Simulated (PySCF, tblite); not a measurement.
# FH4NSi: protonation, NMR shifts, part 2 of 2

tblite 0.8.0 and PySCF 2.14.0. Atoms count from 0. The steps go on from the part before.

## (12) Single point (FH4NSi): wB97X-D3(BJ)/def2-TZVP in dichloromethane

Geometry: PBE0-D3(BJ)/def2-SVP.

What the job is given:

```
{"job": {"kind": "sp", "xc": "wB97X", "basis": "def2-TZVP", "d3": "d3bj", "grid": 2, "solvent": "dichloromethane"}, "charge": 0, "multiplicity": 1}
N      1.036048    -0.108902    -0.196313
Si    -0.650210     0.100317    -0.028304
F     -1.208922    -0.147302     1.484476
H      1.455199    -1.031434    -0.210593
H      1.688597     0.589009     0.141368
H     -0.980911     1.510376    -0.361255
H     -1.335534    -0.899561    -0.887789
```

Log:

```text
final grid: 56016 points
cycle   1  E = -446.7244920639  dE = -4.326e-04  |g| = 1.194e-02  |ddm| = 5.430e-02
cycle   2  E = -446.7245268318  dE = -3.477e-05  |g| = 1.007e-02  |ddm| = 1.679e-02
cycle   3  E = -446.7245414645  dE = -1.463e-05  |g| = 2.238e-03  |ddm| = 4.632e-03
cycle   4  E = -446.7245437014  dE = -2.237e-06  |g| = 4.681e-04  |ddm| = 4.163e-03
cycle   5  E = -446.7245437986  dE = -9.719e-08  |g| = 2.003e-04  |ddm| = 8.599e-04
cycle   6  E = -446.7245438088  dE = -1.022e-08  |g| = 4.869e-05  |ddm| = 1.831e-04
cycle   7  E = -446.7245438102  dE = -1.456e-09  |g| = 1.301e-05  |ddm| = 1.227e-04
converged SCF energy = -446.7245438102
```

Run time: 3.2 s. Hardware: 1 thread of Intel Xeon at 2.70GHz, shared host.

## (13) Single point (FH5NSi+): wB97X-D3(BJ)/def2-TZVP in dichloromethane

Geometry: PBE0-D3(BJ)/def2-SVP.

What the job is given:

```
{"job": {"kind": "sp", "xc": "wB97X", "basis": "def2-TZVP", "d3": "d3bj", "grid": 2, "solvent": "dichloromethane"}, "charge": 1, "multiplicity": 1}
N      0.988488    -0.046091    -0.393560
Si    -0.861767     0.126150     0.015799
F     -0.817642    -0.216322     1.574512
H      1.333060    -0.996821    -0.198270
H      1.562056     0.592312     0.175893
H     -1.144293     1.543643    -0.262509
H     -1.493205    -0.926666    -0.796302
H      1.213206     0.153316    -1.378191
```

Log:

```text
final grid: 61384 points
cycle   1  E = -447.1512097000  dE = -1.535e-03  |g| = 2.324e-02  |ddm| = 9.588e-02
cycle   2  E = -447.1513178252  dE = -1.081e-04  |g| = 2.069e-02  |ddm| = 3.067e-02
cycle   3  E = -447.1513794876  dE = -6.166e-05  |g| = 3.845e-03  |ddm| = 9.028e-03
cycle   4  E = -447.1513860720  dE = -6.584e-06  |g| = 7.861e-04  |ddm| = 7.282e-03
cycle   5  E = -447.1513862840  dE = -2.120e-07  |g| = 3.401e-04  |ddm| = 1.124e-03
cycle   6  E = -447.1513863109  dE = -2.693e-08  |g| = 6.641e-05  |ddm| = 2.546e-04
cycle   7  E = -447.1513863130  dE = -2.052e-09  |g| = 1.041e-05  |ddm| = 1.085e-04
converged SCF energy = -447.1513863130
```

Wall time 3.8 s (1 thread of Intel Xeon at 2.70GHz, shared host).

## (14) Protonation: wB97X-D3(BJ)/def2-TZVP

This step combines the energies above: geometries from PBE0-D3(BJ)/def2-SVP, zero-point and thermal terms from PBE0-D3(BJ)/def2-SVP.

What the job is given:

```
{"job": {"kind": "pa", "geom": {"xc": "PBE0", "basis": "def2-SVP", "d3": "d3bj", "grid": 1}, "hess": 1, "level": {"xc": "wB97X", "basis": "def2-TZVP", "d3": "d3bj", "solvents": ["dichloromethane"]}}, "charge": 0, "multiplicity": 1}
N      1.036048    -0.108902    -0.196313
Si    -0.650210     0.100317    -0.028304
F     -1.208922    -0.147302     1.484476
H      1.455199    -1.031434    -0.210593
H      1.688597     0.589009     0.141368
H     -0.980911     1.510376    -0.361255
H     -1.335534    -0.899561    -0.887789
```

Output (the driver's rows laid out field by field):

```text
protonation site by site, wB97X-D3(BJ)/def2-TZVP // PBE0-D3(BJ)/def2-SVP

row 1
  formula                 FH5NSi
  charge                  1
  multiplicity            1
  smiles                  [NH3+][SiH2]F
  kept                    yes
  pieces                  1
  point_group             Cs
  atom                    0
  element                 N
  electronic              871.61
  enthalpy                840.41
  free_energy             810.31
  solution                dichloromethane 1059.38
  share_gas               1.0
  share_solution          dichloromethane 1.0
```

It took 2.6 min on 1 thread of Intel Xeon at 2.70GHz, shared host.

Energy given off on adding a proton (kJ/mol, gas phase, 298 K for the thermal columns):

```
site        product  electronic  enthalpy  free energy
  N0  [NH3+][SiH2]F       871.6     840.4        810.3
```

Free energies in a continuum (kJ/mol, same sign; the bare proton is left unsolvated, so these are no solution acidities or basicities): dichloromethane: N0 1059.4.

## (15) NMR shifts: GIAO PBE0/pcSseg-1

What the job is given:

```
{"job": {"kind": "nmr", "xc": "PBE0", "basis": "pcSseg-1", "pop": false}, "charge": 0, "multiplicity": 1}
N      1.036048    -0.108902    -0.196313
Si    -0.650210     0.100317    -0.028304
F     -1.208922    -0.147302     1.484476
H      1.455199    -1.031434    -0.210593
H      1.688597     0.589009     0.141368
H     -0.980911     1.510376    -0.361255
H     -1.335534    -0.899561    -0.887789
```

Level: GIAO PBE0/pcSseg-1 NMR shielding, non-relativistic, gas phase.

Log:

```text
coarse grid: 6256 points
cycle   1  E = -446.1842430460  dE =  7.074e-02  |g| = 6.206e-01  |ddm| = 2.239e+00
cycle   2  E = -446.1166691372  dE =  6.757e-02  |g| = 9.121e-01  |ddm| = 9.870e-01
cycle   3  E = -446.2503814434  dE = -1.337e-01  |g| = 4.497e-02  |ddm| = 6.037e-01
cycle   4  E = -446.2505801938  dE = -1.988e-04  |g| = 2.852e-02  |ddm| = 4.092e-02
cycle   5  E = -446.2507276088  dE = -1.474e-04  |g| = 4.551e-03  |ddm| = 1.974e-02
cycle   6  E = -446.2507320414  dE = -4.433e-06  |g| = 1.984e-04  |ddm| = 3.511e-03
final grid: 56016 points
cycle   7  E = -446.2695547239  dE = -9.259e-06  |g| = 5.260e-03  |ddm| = 8.179e-03
cycle   8  E = -446.2695491511  dE =  5.573e-06  |g| = 7.402e-03  |ddm| = 7.388e-03
cycle   9  E = -446.2695603123  dE = -1.116e-05  |g| = 2.991e-04  |ddm| = 4.367e-03
cycle  10  E = -446.2695603206  dE = -8.260e-09  |g| = 1.638e-04  |ddm| = 2.558e-04
cycle  11  E = -446.2695603244  dE = -3.774e-09  |g| = 2.765e-05  |ddm| = 1.039e-04
cycle  12  E = -446.2695603245  dE = -1.118e-10  |g| = 4.199e-06  |ddm| = 2.245e-05
converged SCF energy = -446.2695603245

GIAO shielding tensors (ppm)
atom      isotropic    diamagn.    paramagn.     s11        s22        s33       span
  0 N      227.444     319.256     -91.811    199.990    226.643    255.700     55.710
  1 Si     375.989     877.304    -501.315    344.024    380.595    403.347     59.322
  2 F      325.282     470.873    -145.591    247.696    335.049    393.100    145.404
  3 H       29.853      30.754      -0.901     23.833     25.543     40.183     16.350
  4 H       29.855      30.760      -0.905     23.830     25.559     40.177     16.348
  5 H       26.557      28.656      -2.099     22.984     24.910     31.776      8.792
  6 H       26.554      28.647      -2.093     22.981     24.906     31.776      8.795
```

Run time: 3.6 s. Hardware: 1 thread of Intel Xeon at 2.70GHz, shared host.

The references, computed at this level on geometries of the same kind, shield at (ppm): ¹H TMS 31.27, ²⁹Si TMS 352.0, ¹⁹F CFCl3 177.2, ¹⁵N NH3 265.7. Their shielding less the atom's gives the shift. The references are single molecules in the gas phase, so shifts against H2O, NH3, PH3, H3PO4 or CFCl3 are not on the usual liquid scales and can be off by tens of ppm. Atoms listed in one row are averaged.

```
 atoms                           environment  σ (ppm)  δ (ppm)
H5, H6  hydrogen on a silicon bonded to F, N    26.56     4.71
H3, H4   hydrogen on a nitrogen bonded to Si    29.85     1.41
    N0            nitrogen bonded to Si, 2 H    227.4     38.2
   Si1           silicon bonded to F, N, 2 H    376.0    -24.0
    F2                 fluorine bonded to Si    325.3   -148.0
```

## (16) NMR shifts (FH₅NSi+): GIAO PBE0/pcSseg-1

What the job is given:

```
{"job": {"kind": "nmr", "xc": "PBE0", "basis": "pcSseg-1", "pop": false}, "charge": 1, "multiplicity": 1}
N      0.988488    -0.046091    -0.393560
Si    -0.861767     0.126150     0.015799
F     -0.817642    -0.216322     1.574512
H      1.333060    -0.996821    -0.198270
H      1.562056     0.592312     0.175893
H     -1.144293     1.543643    -0.262509
H     -1.493205    -0.926666    -0.796302
H      1.213206     0.153316    -1.378191
```

Method: GIAO PBE0/pcSseg-1 NMR shielding, non-relativistic, gas phase.

Log:

```text
coarse grid: 6872 points
cycle   1  E = -446.5246338291  dE =  3.331e-01  |g| = 5.415e-01  |ddm| = 2.290e+00
cycle   2  E = -446.4631372019  dE =  6.150e-02  |g| = 8.754e-01  |ddm| = 9.627e-01
cycle   3  E = -446.5801797846  dE = -1.170e-01  |g| = 4.984e-02  |ddm| = 5.786e-01
cycle   4  E = -446.5805779638  dE = -3.982e-04  |g| = 1.524e-02  |ddm| = 5.398e-02
cycle   5  E = -446.5806105661  dE = -3.260e-05  |g| = 5.811e-03  |ddm| = 1.192e-02
cycle   6  E = -446.5806173249  dE = -6.759e-06  |g| = 1.025e-03  |ddm| = 3.752e-03
final grid: 61384 points
cycle   7  E = -446.5979150010  dE = -1.500e-05  |g| = 6.527e-03  |ddm| = 9.855e-03
cycle   8  E = -446.5979093313  dE =  5.670e-06  |g| = 8.469e-03  |ddm| = 7.662e-03
cycle   9  E = -446.5979234687  dE = -1.414e-05  |g| = 2.894e-04  |ddm| = 4.292e-03
cycle  10  E = -446.5979234749  dE = -6.164e-09  |g| = 1.646e-04  |ddm| = 2.384e-04
cycle  11  E = -446.5979234786  dE = -3.744e-09  |g| = 3.577e-05  |ddm| = 1.045e-04
cycle  12  E = -446.5979234788  dE = -1.787e-10  |g| = 3.218e-06  |ddm| = 2.540e-05
converged SCF energy = -446.5979234788

GIAO shielding tensors (ppm)
atom      isotropic    diamagn.    paramagn.     s11        s22        s33       span
  0 N      222.646     320.305     -97.659    206.950    225.900    235.087     28.137
  1 Si     352.424     876.310    -523.886    281.499    378.089    397.686    116.188
  2 F      358.043     467.101    -109.057    299.507    363.213    411.410    111.903
  3 H       27.072      28.387      -1.316     21.339     22.702     37.174     15.835
  4 H       27.085      28.366      -1.281     21.345     22.738     37.170     15.825
  5 H       25.536      26.886      -1.349     22.359     23.454     30.796      8.438
  6 H       25.533      26.894      -1.361     22.363     23.447     30.790      8.427
  7 H       27.700      27.811      -0.111     22.165     22.188     38.749     16.584
```

It took 4.2 s on 1 thread of Intel Xeon at 2.70GHz, shared host.

The references, computed at this level on geometries of the same kind, shield at (ppm): ¹H TMS 31.27, ²⁹Si TMS 352.0, ¹⁹F CFCl3 177.2, ¹⁵N NH3 265.7. Their shielding less the atom's gives the shift. The references are single molecules in the gas phase, so shifts against H2O, NH3, PH3, H3PO4 or CFCl3 are not on the usual liquid scales and can be off by tens of ppm. Atoms listed in one row are averaged.

```
     atoms                           environment  σ (ppm)  δ (ppm)
    H5, H6  hydrogen on a silicon bonded to F, N    25.53     5.73
H3, H4, H7   hydrogen on a nitrogen bonded to Si    27.29     3.98
        N0            nitrogen bonded to Si, 3 H    222.6     43.0
       Si1           silicon bonded to F, N, 2 H    352.4     -0.4
        F2                 fluorine bonded to Si    358.0   -180.8
```

## (17) Spectra of the species

What the job is given:

```
{"job": {"kind": "pa", "geom": {"xc": "PBE0", "basis": "def2-SVP", "d3": "d3bj", "grid": 1}, "hess": 1, "level": {"xc": "wB97X", "basis": "def2-TZVP", "d3": "d3bj", "solvents": ["dichloromethane"]}, "spectra": true}, "charge": 0, "multiplicity": 1}
N      1.036048    -0.108902    -0.196313
Si    -0.650210     0.100317    -0.028304
F     -1.208922    -0.147302     1.484476
H      1.455199    -1.031434    -0.210593
H      1.688597     0.589009     0.141368
H     -0.980911     1.510376    -0.361255
H     -1.335534    -0.899561    -0.887789
```

Log:

```text
nmr N[SiH2]F +0: GIAO PBE0/pcSseg-1 NMR shielding, non-relativistic, gas phase
nmr [NH3+][SiH2]F +1: GIAO PBE0/pcSseg-1 NMR shielding, non-relativistic, gas phase
```

It took 8 s on 1 thread of Intel Xeon at 2.70GHz, shared host.

This step only lists the spectra that were run on the species above.

## (18) Single point (FH4NSi): wB97X-D3(BJ)/6-31+G*

Geometry: PBE0-D3(BJ)/def2-SVP.

What the job is given:

```
{"job": {"kind": "sp", "xc": "wB97X", "basis": "6-31+G*", "d3": "d3bj", "grid": 2, "scf": {"conv": 1e-06}}, "charge": 0, "multiplicity": 1}
N      1.036048    -0.108902    -0.196313
Si    -0.650210     0.100317    -0.028304
F     -1.208922    -0.147302     1.484476
H      1.455199    -1.031434    -0.210593
H      1.688597     0.589009     0.141368
H     -0.980911     1.510376    -0.361255
H     -1.335534    -0.899561    -0.887789
```

Log:

```text
final grid: 56016 points
cycle   1  E = -446.5538240696  dE =  2.325e-02  |g| = 5.453e-01  |ddm| = 2.214e+00
cycle   2  E = -446.5614984527  dE = -7.674e-03  |g| = 5.780e-01  |ddm| = 7.554e-01
cycle   3  E = -446.6139876165  dE = -5.249e-02  |g| = 3.974e-02  |ddm| = 3.081e-01
cycle   4  E = -446.6143030121  dE = -3.154e-04  |g| = 2.215e-02  |ddm| = 5.176e-02
cycle   5  E = -446.6144113336  dE = -1.083e-04  |g| = 5.273e-03  |ddm| = 2.311e-02
cycle   6  E = -446.6144184221  dE = -7.088e-06  |g| = 6.140e-04  |ddm| = 7.343e-03
cycle   7  E = -446.6144186405  dE = -2.184e-07  |g| = 1.461e-04  |ddm| = 2.174e-03
converged SCF energy = -446.6144186405
```

It took 1.6 s on 1 thread of Intel Xeon at 2.70GHz, shared host.

## (19) Single point (FH₅NSi+): wB97X-D3(BJ)/6-31+G*

Geometry: PBE0-D3(BJ)/def2-SVP.

What the job is given:

```
{"job": {"kind": "sp", "xc": "wB97X", "basis": "6-31+G*", "d3": "d3bj", "grid": 2, "scf": {"conv": 1e-06}}, "charge": 1, "multiplicity": 1}
N      0.988488    -0.046091    -0.393560
Si    -0.861767     0.126150     0.015799
F     -0.817642    -0.216322     1.574512
H      1.333060    -0.996821    -0.198270
H      1.562056     0.592312     0.175893
H     -1.144293     1.543643    -0.262509
H     -1.493205    -0.926666    -0.796302
H      1.213206     0.153316    -1.378191
```

Log:

```text
final grid: 61384 points
cycle   1  E = -446.8715906939  dE =  3.340e-01  |g| = 5.413e-01  |ddm| = 2.174e+00
cycle   2  E = -446.8926959484  dE = -2.111e-02  |g| = 5.782e-01  |ddm| = 8.259e-01
cycle   3  E = -446.9449458474  dE = -5.225e-02  |g| = 4.895e-02  |ddm| = 3.262e-01
cycle   4  E = -446.9454769325  dE = -5.311e-04  |g| = 1.309e-02  |ddm| = 5.784e-02
cycle   5  E = -446.9455177715  dE = -4.084e-05  |g| = 5.325e-03  |ddm| = 1.488e-02
cycle   6  E = -446.9455240109  dE = -6.239e-06  |g| = 1.023e-03  |ddm| = 5.211e-03
cycle   7  E = -446.9455243070  dE = -2.960e-07  |g| = 1.175e-04  |ddm| = 1.395e-03
converged SCF energy = -446.9455243070
```

Run time: 1.8 s. Hardware: 1 thread of Intel Xeon at 2.70GHz, shared host.

## (20) Protonation: wB97X-D3(BJ)/6-31+G*

This step combines the energies above: geometries from PBE0-D3(BJ)/def2-SVP, zero-point and thermal terms from PBE0-D3(BJ)/def2-SVP.

What the job is given:

```
{"job": {"kind": "pa", "geom": {"xc": "PBE0", "basis": "def2-SVP", "d3": "d3bj", "grid": 1}, "hess": 1, "level": {"xc": "wB97X", "basis": "6-31+G*", "d3": "d3bj", "scf": {"conv": 1e-06}}}, "charge": 0, "multiplicity": 1}
N      1.036048    -0.108902    -0.196313
Si    -0.650210     0.100317    -0.028304
F     -1.208922    -0.147302     1.484476
H      1.455199    -1.031434    -0.210593
H      1.688597     0.589009     0.141368
H     -0.980911     1.510376    -0.361255
H     -1.335534    -0.899561    -0.887789
```

Output (the driver's rows laid out field by field):

```text
protonation site by site, wB97X-D3(BJ)/6-31+G* // PBE0-D3(BJ)/def2-SVP

row 1
  formula                 FH5NSi
  charge                  1
  multiplicity            1
  smiles                  [NH3+][SiH2]F
  kept                    yes
  pieces                  1
  point_group             Cs
  atom                    0
  element                 N
  electronic              869.32
  enthalpy                838.12
  free_energy             808.02
  share_gas               1.0
```

Wall time 3.6 s (1 thread of Intel Xeon at 2.70GHz, shared host).

Energy given off on adding a proton (kJ/mol, gas phase, 298 K for the thermal columns):

```
site        product  electronic  enthalpy  free energy
  N0  [NH3+][SiH2]F       869.3     838.1        808.0
```

## (21) Results

The summary covers parts 1 to 2.

| quantity | value |
| --- | --- |
| strongest single infrared mode (GFN2-xTB) | 2277 cm⁻¹, 377 km/mol |
| zero-point energy (GFN2-xTB) | 27.5 kcal/mol |
| point group | Cs |
| rotational constants (main isotopes) | 23.08, 6.72, 5.74 GHz |
| proton affinity (−ΔH), N0 (wB97X-D3(BJ)/def2-TZVP) | 840.4 kJ/mol |
| ¹H shifts against TMS (PBE0/pcSseg-1, means over atoms taken as alike) | 4.71, 1.41 ppm |
| ¹⁵N shifts against NH3 (PBE0/pcSseg-1) | 38.2 ppm |
| ²⁹Si shifts against TMS (PBE0/pcSseg-1) | -24.0 ppm |
| ¹⁹F shifts against CFCl3 (PBE0/pcSseg-1) | -148.0 ppm |
| proton affinity (−ΔH), N0 (wB97X-D3(BJ)/6-31+G*) | 838.1 kJ/mol |

**Reading.** No mode is imaginary among the 15: a minimum at this level. The strongest single mode, at 2277 cm⁻¹, moves mainly H6. GFN2-xTB is a fitted tight-binding method: band positions and strengths are rough. Its intensities can rank the bands wrongly. Over 10 steps the energy fell by 0.228 eV; of the close pairs, Si1–H5 changed most, 1.452 to 1.486 Å (PBE0/def2-SVP). The proton affinity (−ΔH) at N0 is 840.4 kJ/mol at wB97X-D3(BJ)/def2-TZVP; zero-point and thermal terms move it by -31.2 kJ/mol from the electronic value. At PBE0/pcSseg-1: Shielding is most anisotropic at F2 (span 145 ppm, paramagnetic term -146 ppm).
